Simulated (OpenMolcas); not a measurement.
# CCSD[T]/ANO-XS-VDZP (DKH2) run of AlBH4S (SMILES B[S][AlH2])

Aim: the vertical electron affinity of AlBH4S at CCSD[T]/ANO-XS-VDZP (DKH2), from 2 runs. 

The calculation is run with OpenMolcas 26.06.

### 1 The molecule

The species is AlBH4S (7 atoms), meant as a singlet with charge 0. SMILES: `B[S][AlH2]`. The shape comes from GFN2-xTB, which is rough for such elements, and wasn't checked as a minimum.

Bond lengths: B1–S2 1.767 Å, S2–Al3 2.213 Å, B1–H4 1.179 Å, B1–H5 1.166 Å, Al3–H6 1.539 Å, Al3–H7 1.539 Å. Angles: B1–S2–Al3 98.6°, S2–B1–H4 120.5°, S2–B1–H5 117.8°, S2–Al3–H6 121.3°, S2–Al3–H7 119.0°, H4–B1–H5 121.7°, H6–Al3–H7 119.6°.

### 2 A single-point energy at CCSD[T]/ANO-XS-VDZP (DKH2)

Input file test.input:

```
>>> EXPORT MOLCAS_PRINT=2
&GATEWAY
Coord
7
angstrom
B       -1.409950       0.529410      -0.335440
S       -0.115060       1.192230       0.667580
Al       1.375690      -0.419000       0.387730
H       -1.262610      -0.491730      -0.905250
H       -2.402810       1.136790      -0.411820
H        1.160580      -1.537680      -0.646510
H        2.654170      -0.410020       1.243720
Basis
ANO-XS-VDZP
Group
NoSym
&SEWARD
Relativistic
R02E00
&SCF
PrOrbitals
1 1
&RASSCF
FileOrb
$Project.ScfOrb
Spin
1
Nactel
0 0 0
Inactive
19
Ras2
0
OutOrbitals
Canonical
OrbListing
Nothing
&MOTRA
JobIph
Frozen
11
&CCSDT
CCT
Triples
1
Iterations
50
Extrapolation
5 4
```

Command:

```bash
export MOLCAS_MEM=1860
pymolcas test.input > test.log
```

Standard output:

```text
--- Start Module: gateway ---
[...]
--- Stop Module: gateway /rc=_RC_ALL_IS_WELL_ ---
[...]
      Basis functions           70
[...]
       Convergence after  11 Iterations
[...]
::    Total SCF energy                               -667.9844288868
[...]
      Total spin, S                                     0.0000000000
[...]
      Number of active orbitals                  0
[...]
      Spin quantum number                      0.0
[...]
      Active orbitals                            0
[...]
      Number of CSFs                             1
[...]
      Number of root(s) required                 1
[...]
      Convergence after  4 iterations
[...]
      Natural orbitals and occupation numbers for root  1
      ************************************************************************************************************************
      *                                                    Final results                                                     *
      ************************************************************************************************************************
[...]
::    RASSCF root number  1 Total energy:   -667.98442889
[...]
      Total electronic charge=   38.000000
      Total            charge=   -0.000000
[...]
      Dipole Moment (debye):
      Origin of the operator (angstrom)=    0.2442    0.4234    0.3701
                   X=  3.7735E-01               Y= -7.9913E-01               Z= -3.1939E-01           Total=  9.3969E-01
      Quadrupole Moment (debye*angstrom):
[...]
--- Start Module: motra ---
[...]
      *** WARNING: Default frozen orbitals is overwritten by user input.
      *** Default values:   8
[...]
--- Stop Module: motra /rc=_RC_ALL_IS_WELL_ ---
--- Start Module: ccsdt ---
[...]
      Convergence after                    14  Iterations
      Total energy (diff) :    -668.30349101      -0.00000004
[...]
       CCSD     =      -668.3034910052344
[...]
--- Stop Module: ccsdt /rc=_RC_ALL_IS_WELL_ ---
[...]
```

Run time: 21 s. Hardware: 1 thread of AMD EPYC, shared host; peak memory 0.42 GiB.

### 3 The doublet anion at the same level

Input file test.input:

```
>>> EXPORT MOLCAS_PRINT=2
&GATEWAY
Coord
7
angstrom
B       -1.409950       0.529410      -0.335440
S       -0.115060       1.192230       0.667580
Al       1.375690      -0.419000       0.387730
H       -1.262610      -0.491730      -0.905250
H       -2.402810       1.136790      -0.411820
H        1.160580      -1.537680      -0.646510
H        2.654170      -0.410020       1.243720
Basis=ANO-XS-VDZP
Group=NoSym
&SEWARD
Relativistic=R02E00
&SCF
UHF
Charge=-1
Spin=2
PrOrbitals=1 1
&RASSCF
FileOrb=$Project.UnaOrb
Spin=2
Nactel=1 0 0
Inactive=19
Ras2=1
OutOrbitals=Canonical
OrbListing=Nothing
&MOTRA
JobIph
Frozen=11
&CCSDT
CCT
Triples=1
Iterations=50
Extrapolation=5 4
```

Command:

```bash
export MOLCAS_MEM=1860
pymolcas test.input > test.log
```

Standard output:

```text
--- Start Module: gateway ---
[...]
--- Stop Module: gateway /rc=_RC_ALL_IS_WELL_ ---
[...]
      Basis functions           70
[...]
       Convergence after  20 Iterations
[...]
::    Total SCF energy                               -667.9576028666
[...]
      Total spin, S                                     0.5097505093
[...]
      Number of active orbitals                  1
[...]
      Spin quantum number                      0.5
[...]
      Active orbitals                            1
[...]
      Number of CSFs                             1
[...]
      Number of root(s) required                 1
[...]
      Convergence after 12 iterations
[...]
      printout of CI-coefficients larger than  0.05 for root  1
      energy=    -667.954664
      conf/sym  1     Coeff  Weight
             1  u   1.00000 1.00000
      Natural orbitals and occupation numbers for root  1
      sym 1:   1.000000
      ************************************************************************************************************************
      *                                                    Final results                                                     *
[...]
::    RASSCF root number  1 Total energy:   -667.95466382
[...]
      Total electronic charge=   39.000000
      Total            charge=   -1.000000
[...]
      Dipole Moment (debye):
      Origin of the operator (angstrom)=    0.2442    0.4234    0.3701
                   X= -3.3283E+00               Y=  2.5032E+00               Z= -1.2717E-02           Total=  4.1645E+00
      Center of Charge (angstrom)
[...]
--- Start Module: motra ---
[...]
      *** WARNING: Default frozen orbitals is overwritten by user input.
      *** Default values:   8
[...]
--- Stop Module: motra /rc=_RC_ALL_IS_WELL_ ---
--- Start Module: ccsdt ---
[...]
      Convergence after                    17  Iterations
      Total energy (diff) :    -668.29418141       0.00000004
[...]
       CCSD     =      -668.2941814080604
[...]
--- Stop Module: ccsdt /rc=_RC_ALL_IS_WELL_ ---
[...]
```

Wall time 29 s (1 thread of AMD EPYC, shared host); peak memory 0.42 GiB.

### 4 Summary of results

Level: CCSD[T]/ANO-XS-VDZP (DKH2), 11 core orbitals frozen.

```
                                                    quantity          value
                                singlet AlBH4S: total energy  -668.31291 Eh
          singlet AlBH4S: dipole moment (mean-field density)         0.94 D
         singlet AlBH4S: HOMO energy (Hartree–Fock orbitals)      -10.94 eV
         singlet AlBH4S: LUMO energy (Hartree–Fock orbitals)        1.18 eV
       singlet AlBH4S: HOMO–LUMO gap (Hartree–Fock orbitals)       12.12 eV
singlet AlBH4S: correlation energy (11 core orbitals frozen)     -328.5 mEh
                                 doublet anion: total energy  -668.30586 Eh
           vertical electron affinity (to the doublet anion)      -0.192 eV
```

**Reading.** The anion lies 0.19 eV (4.4 kcal/mol) above the neutral: the electron isn't bound at this level, and such a value depends on the basis. Without diffuse functions anions come out too high. Mulliken charges (singlet AlBH4S) of the mean-field density run from -0.28 on S2 to +0.59 on Al3; they depend strongly on the basis.
